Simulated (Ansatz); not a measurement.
Consider C in the diamond structure (space group Fd-3m, No. 227; a = 3.5603 Å).

Levels (all Ansatz, a first-principles code, PAW): r2SCAN (500 eV, no spin-orbit coupling); HSE06 (420 eV, without spin-orbit coupling).

Levels that relaxed their own cell: r2SCAN.

| level | band gap | lattice parameter a |
|---|---|---|
| r2SCAN | 4.36 eV | 3.560 Å |
| HSE06 | 5.30 eV | – |

Measured: band gap 5.48 eV (0 K or low temperature; as listed in arXiv:1206.3780); lattice parameter a 3.553 Å (static lattice; corrected from measurement; as listed in Daniel Mejia-Rodriguez, S. B. Trickey, Phys. Rev. B (2018)).

Computed minus measured — band gap: r2SCAN -1.12 eV, HSE06 -0.18 eV (closest: HSE06); lattice parameter a: r2SCAN +0.2 %. Measured values not marked as corrected hold thermal and zero-point effects that the static-lattice runs lack. A measured gap can be an optical one, lowered by exciton binding.

Single points use the geometry relaxed with r2SCAN. HSE06 gaps are upper bounds (no full band path). Whether these cells are dynamically stable was not tested.
